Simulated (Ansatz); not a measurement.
Predict the output of the script below (Ansatz's Python interface).

`c4h6f2.py`:
```python
"""Conformer energies of C4H6F2."""

import logging
import sys

import ansatz as az
from rdkit import Chem
from rdkit.Chem import AllChem

logging.basicConfig(stream=sys.stdout, format="%(name)s: %(message)s")
log = logging.getLogger("calc")
log.setLevel(logging.INFO)

BASIS = "6-31G*"
XC = "b3lyp"

rd = Chem.AddHs(Chem.MolFromSmiles("FCC=CCF"))
ids = list(AllChem.EmbedMultipleConfs(rd, numConfs=20, randomSeed=462, pruneRmsThresh=0.4))
field = [energy for _, energy in AllChem.MMFFOptimizeMoleculeConfs(rd)]
distinct = {round(e, 2): i for i, e in zip(ids, field)}
chosen = sorted(distinct.items())[:5]
found = []
for force_field, index in chosen:
    mol = az.Crystal.molecule()
    for atom, xyz in zip(rd.GetAtoms(), rd.GetConformer(index).GetPositions()):
        mol = mol.atom(atom.GetSymbol(), xyz.round(5).tolist())
    model = mol.calculation().basis(gaussian=BASIS).functional(XC)
    found.append(model.run().report["free_energy_ev"])
log.info("conformer   MMFF (kcal/mol)   this level (eV)")
for (force_field, index), e in zip(chosen, found):
    log.info(f"{index:9d} {force_field - chosen[0][0]:17.2f} {(e - min(found)):17.3f}")
```

```console
$ python c4h6f2.py
calc: conformer   MMFF (kcal/mol)   this level (eV)
calc:         4              0.00             0.000
calc:         7              1.84             0.135
calc:         3              1.98             0.064
calc:         1              2.68             0.112
calc:         5              3.15             0.117
```

Reading the output:
- The conformers keep their force-field geometries.
- b3lyp holds the VWN-RPA fit, as in Gaussian; the form of ORCA and Turbomole is b3lyp5.
- The whole script took 14 s on 1 thread of Arm Neoverse V2 (shared host), peak memory 0.33 GiB.
